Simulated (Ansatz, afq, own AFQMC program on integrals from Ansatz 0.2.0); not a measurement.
# SiGeH, quartet: AFQMC among the cluster methods

```yaml
atoms:
  - { symbol: Si, position_ang: [0.0000, 0.2819, 1.7102] }
  - { symbol: Ge, position_ang: [0.0000, -0.1289, -0.6483] }
  - { symbol: H, position_ang: [0.0000, 1.4379, -0.9325] }
```

Connectivity, by distances: Si–GeH.

Basis cc-pVDZ. Only valence electrons are correlated. AFQMC by an in-house program on the Cholesky factors that Ansatz 0.2.0 writes for its CCSD(T) run. The CISD trial takes its coefficients from CCSD amplitudes. Released means that phaseless walkers are propagated on without the constraint, phases kept. Free AFQMC starts from the CCSD state and is never constrained. Its projection time is finite, and what remains of the start isn't in its error. ± is one standard error of the sampling. No spin–orbit coupling.

Determinant: UHF, the one that the program's search chose, which needn't be the lowest solution. The geometry is a point of a scan.

No full CI on the walks' own integrals is used here; CCSDT(Q) serves as the reference and is uncertain by about the last step of the cluster series.

Cautions: no relativity below Rb; no spin-orbit coupling; inner d shell frozen; lower spins were not checked; the ph-AFQMC/CISD walk drifts between its halves (2.0 errors).

* T1 diagnostic: 0.0220
* weight of the determinant in the CISD state: 0.862
* ⟨S²⟩ of the determinant: 3.776
* size of the correlated space: 9 electrons in 31 orbitals

```csv
level,correlation energy (eV)
MP2,-3.5799
CCSD,-4.5126
CCSD(T),-4.6923
```

Task: Estimate where free-projection AFQMC lies against CCSD(T) on the same integrals.

Result: 1.55 ± 0.56 mEh below CCSD(T).

Reference: CCSDT(Q), correlation energy -4.749 eV. The released energy is read at 2.40 1/Eh (meV from the phaseless value at times in 1/Eh: -12 ± 15 at 0.24, -15 ± 14 at 0.51, -18 ± 13 at 0.99, -37 ± 8 at 1.62, -22 ± 9 at 2.40).

```json
{"level": "CCSD(T)", "E − E(reference) (mEh)": "2.09", "share of correlation (%)": "98.80"}
{"level": "CCSDT", "E − E(reference) (mEh)": "0.46", "share of correlation (%)": "99.73"}
{"level": "ph-AFQMC/HF", "E − E(reference) (mEh)": "1.17 ± 1.41", "share of correlation (%)": "99.33"}
{"level": "ph-AFQMC/CISD", "E − E(reference) (mEh)": "1.26 ± 0.55", "share of correlation (%)": "99.28"}
{"level": "released AFQMC", "E − E(reference) (mEh)": "0.45 ± 0.33", "share of correlation (%)": "99.74"}
{"level": "free AFQMC", "E − E(reference) (mEh)": "0.54 ± 0.56", "share of correlation (%)": "99.69"}
```

Free projections are given only where their last times agree within the noise and don't stop above the reference; a slow remainder of the start can still hide under it. A walk keeps the symmetry of its determinant, which the program's search chose and which needn't be the lowest solution, so a lower state of the same spin and another symmetry isn't excluded. Released energies are given only where the last usable release times agree within the noise; a slower fall can still hide under it.
